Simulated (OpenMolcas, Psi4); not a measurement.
**How methods differ on CH6Si (methylsilane)**

CH6Si has 8 atoms, charge 0, and is taken as a singlet. As SMILES, `C[SiH3]`. The coordinates come from a PBE0-D4/def2-TZVP relaxation.

| atom | x (Å) | y (Å) | z (Å) |
| --- | --- | --- | --- |
| C | -0.1815 | 0.2397 | -0.9403 |
| Si | 0.1624 | -0.2145 | 0.8415 |
| H | -1.2405 | 0.1125 | -1.1756 |
| H | 0.3955 | -0.3914 | -1.6198 |
| H | 0.0866 | 1.2807 | -1.1339 |
| H | -0.6250 | 0.6462 | 1.7654 |
| H | 1.6056 | -0.0400 | 1.1599 |
| H | -0.2031 | -1.6332 | 1.1028 |

Each level gives the energy change with the C1–Si2 bond stretched from 1.871 to 3.367 Å (eV). The values are calculated.

```
                         level                    kind     program  value (eV)  CPU time (all runs)
   BLYP/def2-TZVP (restricted)                     GGA  OpenMolcas        3.44                 83 s
   TPSS/def2-TZVP (restricted)                meta-GGA  OpenMolcas        3.71              2.1 min
 M06-2X/def2-TZVP (restricted)         hybrid meta-GGA  OpenMolcas        4.26              1.8 min
   PBE0/def2-TZVP (restricted)           global hybrid  OpenMolcas        4.10                 86 s
  TPSSh/def2-TZVP (restricted)         hybrid meta-GGA        Psi4        3.88              1.9 min
  HSE06/def2-TZVP (restricted)  range-separated hybrid        Psi4        4.06                 87 s
wB97M-V/def2-TZVP (restricted)  range-separated hybrid        Psi4        4.32              8.3 min
    MP2/def2-TZVP (restricted)     perturbation theory  OpenMolcas        4.20                 20 s
```

The first shape isn't each level's own minimum. The values span 3.44 to 4.32 eV. Times are those of the runs behind each value, whatever else they computed, on shared processors of several kinds: orders of magnitude only.
